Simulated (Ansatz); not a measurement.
A nudged elastic band was laid between two geometries of H₃OSSi (6 atoms, charge -1, multiplicity 1).

The calculation used Ansatz, RKS PBE/def2-SVP.

- movable images: 5
- climbing image: yes
- spring: 5.0 eV/Å²
- optimiser: quadratic models (default)
- start path: through a guess of the saddle point
- force threshold: 0.05 eV/Å
- iteration limit: 60
- end points: relaxed

First end point:

```xyz
6
Properties=species:S:1:pos:R:3
O -0.361 -1.337 -0.030
Si 0.253 0.274 0.145
S -0.836 1.620 -0.953
H -1.110 -1.181 -0.640
H 1.749 0.138 -0.189
H 0.306 0.486 1.668
```

Last end point:

```xyz
6
Properties=species:S:1:pos:R:3
O 0.074 -1.687 -0.418
Si 0.103 1.928 0.682
S -1.141 1.311 -0.858
H -0.450 -0.915 -0.761
H 0.569 -1.193 0.270
H 0.845 0.557 1.085
```

Which bonds break or form, and what moves?

Bonds broken: O1–Si2, Si2–H5. Bonds formed: O1–H5. H3OSSi becomes H2O + HSSi.

Give the energies along the band, and the barrier.

The forces met the threshold. The highest image is number 2 of 0 to 6, 262.1 kJ/mol above the first end and 82.5 kJ/mol above the last; the last end lies 179.6 kJ/mol above the first. Beside the main top the profile has a ripple of under 15 meV (maxima at images 2, 4), which may be a very shallow well or noise. Neighbouring images differ by up to 2.2 eV, so the band resolves the path poorly. A vibrational analysis at the climbing image gives one clearly imaginary mode, 1119i cm⁻¹: a first-order saddle point. The orbitals stay closed-shell, which can raise the energy where a bond breaks towards radicals; this wasn't checked here. Limits of this set-up: an anion without diffuse functions, the dipole of an ion depends on the origin.

| image | path coordinate (Å) | energy (kJ/mol) | O1–Si2 (Å) | Si2–H5 (Å) | O1–H5 (Å) |
| --- | --- | --- | --- | --- | --- |
| 0 | 0.00 | 0.0 | 1.73 | 1.54 | 2.58 |
| 1 | 0.87 | 47.9 | 1.77 | 1.52 | 2.17 |
| 2 | 1.74 | 262.1 | 2.22 | 1.64 | 1.33 |
| 3 | 2.55 | 199.0 | 2.90 | 2.28 | 1.00 |
| 4 | 3.37 | 200.3 | 3.66 | 3.15 | 0.98 |
| 5 | 4.19 | 188.9 | 3.87 | 3.36 | 0.98 |
| 6 | 5.01 | 179.6 | 3.78 | 3.18 | 0.98 |

What is the geometry of the highest image?


```xyz
6
Properties=species:S:1:pos:R:3
O -0.081 -1.419 0.012
Si 0.409 0.739 0.187
S -1.019 1.822 -0.812
H -0.574 -1.231 -0.817
H 0.997 -0.714 -0.302
H 0.268 0.803 1.732
```

Run time: 2.2 min on 1 thread of AMD EPYC 7R43 64-Core Processor (Zen 3), with other jobs on the host, peak memory 0.13 GiB.
